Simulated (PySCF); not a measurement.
Tetrafluoroethene, C₂F₄.
Cartesian coordinates in Å at the PBE0-D3(BJ)/def2-SVP level; atoms count from 1:
```xyz
6
C2F4 angstrom
F     -1.719   -0.364   -0.097
C     -0.525    0.077   -0.401
F     -0.470    0.695   -1.554
C      0.533   -0.087    0.387
F      0.479   -0.705    1.539
F      1.727    0.354    0.082
```

Computed with PBE0-D3(BJ)/def2-SVP geometry optimisation, gas phase (PySCF 2.14.0).

Take the most abundant isotopes and a rigid rotor. 

**Question.** Give the principal moments of inertia and the rotational constants in GHz.

**Answer.** Ia = 91.28, Ib = 155.38, Ic = 246.66 u·Å²; 505379 MHz·u·Å²/I gives 5537, 3252 and 2049 MHz, that is A = 5.5367, B = 3.2525, C = 2.0489 GHz.

**Question.** What kind of rotor is it?

**Answer.** An asymmetric top; Ray's κ = -0.310.

**Question.** What does the inertial defect say?

**Answer.** Planar: Δ = Ic − Ia − Ib = 0.00 u·Å². For a rigid frame Δ = −2 Σ m c², so it vanishes when all atoms lie in the ab plane; here none is more than 0.01 Å from it.

The point group D2h allows no dipole (computed: 0.00 D), so a rigid rotor has no electric-dipole lines.

**Question.** Estimate the classical rotational partition function at 10 K, 25 K and 100 K.

**Answer.** Point group D2h, symmetry number σ = 4; q = (√π/σ)·√((kT/h)³/(ABC)), k/h = 20836.6 MHz/K: 219 at 10 K, 867 at 25 K, 6940 at 100 K.

PBE0-D3(BJ)/def2-SVP frequencies: not computed here. Constants of a rigid frame at the computed geometry: no zero-point averaging, no centrifugal distortion.
